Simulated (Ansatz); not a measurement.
A nudged elastic band was laid between two geometries of H4NOSi (7 atoms, charge 0, multiplicity 2).

Computed with UKS PBE-D4/def2-SVP (Ansatz).

| Item | Value |
| --- | --- |
| movable images | 7 |
| climbing image | yes |
| spring | 5.0 eV/Å² |
| optimiser | quadratic models (default) |
| start path | through a guess of the saddle point |
| force threshold | 0.03 eV/Å |
| iteration limit | 60 |
| end points | relaxed |

First end point:

```xyz
7
Properties=species:S:1:pos:R:3
N -0.693 0.516 -0.590
Si 0.301 0.161 0.812
O 1.650 -0.713 0.293
H -0.344 1.158 -1.308
H -1.693 0.680 -0.437
H -0.631 -0.647 1.706
H 1.471 -1.223 -0.521
```

Last end point:

```xyz
7
Properties=species:S:1:pos:R:3
N -0.524 0.629 -0.645
Si 0.267 1.077 0.938
O 1.059 -0.958 0.681
H -0.220 1.087 -1.513
H -1.543 0.494 -0.684
H 0.564 -1.530 1.303
H 0.458 -0.867 -0.127
```

Problem. What changes between the two ends?

Solution. Bonds broken: Si2–H6. Bonds formed: O3–H6.

Problem. What energy profile does the band end with?

Solution. It converged. The highest image is number 5 of 0 to 8, 200.7 kJ/mol above the first end and 74.1 kJ/mol above the last; the last end lies 126.6 kJ/mol above the first. The profile has 2 maxima (images 1, 5) with wells between them (image 2): this band takes more than one step, which may be the mechanism or a detour left from its start path. Neighbouring images differ by up to 1.7 eV, so the band resolves the path poorly. A vibrational analysis at the climbing image gives one clearly imaginary mode, 1125i cm⁻¹: a first-order saddle point.

```csv
image,path coordinate (Å),energy (kJ/mol),Si2–H6 (Å),O3–H6 (Å)
0,0.00,0.0,1.52,2.68
1,0.93,2.7,1.52,2.55
2,1.87,0.1,1.51,2.51
3,2.80,2.9,1.51,2.49
4,3.74,40.6,1.50,2.28
5,4.67,200.7,1.71,1.32
6,5.22,148.7,2.17,1.00
7,5.76,132.8,2.50,0.98
8,6.31,126.6,2.65,0.98
```

Problem. What is the geometry of the highest image?

Solution. 
```xyz
7
Properties=species:S:1:pos:R:3:forces:R:3
N -0.571 0.753 -0.619 0.00 0.00 0.00
Si 0.386 0.762 0.857 0.00 0.00 0.00
O 1.210 -1.029 0.607 0.00 0.00 0.00
H -0.716 1.623 -1.139 0.00 0.00 0.00
H -1.249 0.042 -0.911 0.00 0.00 0.00
H 0.170 -0.850 1.397 0.00 0.00 0.00
H 0.832 -1.369 -0.237 0.00 0.00 0.00
```

The band took 45 iterations and of the order of 9 core-minutes.

Time of the run: 4.7 min on 2 threads of Arm Neoverse V2, on a shared host, peak memory 0.13 GiB.
